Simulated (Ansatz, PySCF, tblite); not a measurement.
Breaking a bond: CH, doublet.

Levels of theory: UHF/cc-pVTZ (PySCF); GFN2-xTB, 300 K electronic temperature (tblite); UCCSD(T) = Ansatz (a first-principles code) with CCSD(T) on UHF/cc-pVTZ, frozen core.

Energies are in kJ/mol, each relative to the lowest point of its own curve near equilibrium.

| R / Å | UHF | GFN2-xTB | UCCSD(T) |
|---|---|---|---|
| 0.89 | 105.4 | 107.2 | 118.5 |
| 0.95 | 46.8 | 49.0 | (withheld) |
| 1.01 | (withheld) | 16.7 | 21.3 |
| 1.06 | (withheld) | 3.7 | (withheld) |
| 1.08 | 0.0 | 1.2 | 2.6 |
| 1.13 | 0.7 | 0.0 | 0.0 |
| 1.15 | 2.9 | 1.2 | 0.8 |
| 1.19 | (withheld) | 6.0 | 5.1 |
| 1.25 | 26.0 | 17.6 | 16.7 |
| 1.29 | (withheld) | 27.6 | 26.8 |
| 1.39 | 78.4 | 57.6 | 57.7 |
| 1.54 | 142.2 | 109.9 | 110.1 |

### Question
Some entries are withheld; supply them.

### Answer

- 0.95, UCCSD(T): 57.0
- 1.01, UHF: 14.5
- 1.06, UHF: 2.1
- 1.06, UCCSD(T): 5.9
- 1.19, UHF: 10.0
- 1.29, UHF: 39.4

The scan ran from 0.89 to 4.53 Å; beyond the distances shown one of the unrestricted levels run for this scan, shown here or not, changes its spin distribution in one step. The unrestricted determinant behind UHF, UCCSD(T) is spin-contaminated at 0.89 to 1.54 Å (<S²> up to 1.2, against 0.75 for a pure doublet).
